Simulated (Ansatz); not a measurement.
Reaction (silylene formation by 1,1-elimination): `[AlH3-][NH2+][SiH3]` → `[NH3+][AlH3-]` + `[SiH2]`

Isolated molecules relaxed with PBE0-D4/def2-TZVP in Ansatz; ΔE leaves out vibrations. CCSD(T)/CBS adds triple-zeta CCSD(T) − MP2 to the extrapolated MP2 energy (def2 sets, frozen cores). This one scheme is used for every species. Functionals use def2-TZVPP. B3LYP here is the variant with VWN-RPA as its local correlation; programs differ in this.

```csv
level,ΔE (kcal/mol),difference from CCSD(T)/CBS
r2SCANh-D4,67.1,4.1
CAM-B3LYP-D4,63.7,0.7
ωB97M-V,61.8,-1.2
PBE,60.0,-3.0
revPBE,55.8,-7.2
B3LYP,58.1,-4.9
BHLYP,61.5,-1.5
RPA@PBE/def2-TZVPP,56.9,-6.1
MP2/def2-SVP,62.5,-0.5
MP2/def2-TZVPP,65.9,2.9
CCSD(T)/CBS,63.0,0
```

Largest T1 diagnostic among the species: 0.014.

From PBE to PBE0 (25 % exact exchange), in def2-TZVPP and without D4, ΔE moves by +2.6 kcal/mol. At CCSD(T), def2-SVP lies −5.5 kcal/mol from the extrapolated value and def2-TZVPP −2.0 kcal/mol.
